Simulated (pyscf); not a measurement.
Thermochemistry of product channels of H₂Al–AsH₂ + silylene (SiH₂) [singlet] on the singlet surface, in kcal/mol, from ωB97M-D3(BJ)/def2-TZVP energies (ideal gas, 1 atm, RRHO with modes under 100 cm⁻¹ raised to 100, one conformer, R ln 2 for chiral ones without a mode under 150 cm⁻¹). Structures and frequencies: ωB97X-D3(BJ)/def2-SVP in PySCF.

```json
[
 {"products": "H₂Al–As=SiH₂ + hydrogen (H₂)", "ΔE": "?", "ΔH(298 K)": "-32.1", "ΔG(900 K)": "-24.5", "ΔG(1200 K)": "-22.5"},
 {"products": "H₂Al–AsH–SiH₃", "ΔE": "-66.0", "ΔH(298 K)": "-62.6", "ΔG(900 K)": "-27.6", "ΔG(1200 K)": "-16.4"},
 {"products": "H₃Si–AlH–AsH₂", "ΔE": "-55.4", "ΔH(298 K)": "-52.1", "ΔG(900 K)": "-21.9", "ΔG(1200 K)": "-12.4"},
 {"products": "HAl=AsH + silane (SiH₄)", "ΔE": "?", "ΔH(298 K)": "-26.0", "ΔG(900 K)": "-20.2", "ΔG(1200 K)": "-18.0"},
 {"products": "H₂Al–SiH₂–AsH₂", "ΔE": "?", "ΔH(298 K)": "-46.1", "ΔG(900 K)": "-11.4", "ΔG(1200 K)": "-0.4"}
]
```

Some entries are withheld; supply them.


- H₂Al–As=SiH₂ + hydrogen (H₂), ΔE: -32.9
- HAl=AsH + silane (SiH₄), ΔE: -27.8
- H₂Al–SiH₂–AsH₂, ΔE: -49.0

These are energies of the channels, which say nothing of barriers. HAl=AsH lies 6.8 kcal/mol over its isomer Al–AsH₂ [singlet] (electronic energy, ωB97M-D3(BJ)/def2-TZVP). Elements up to Kr have no core potential and no relativistic terms here.
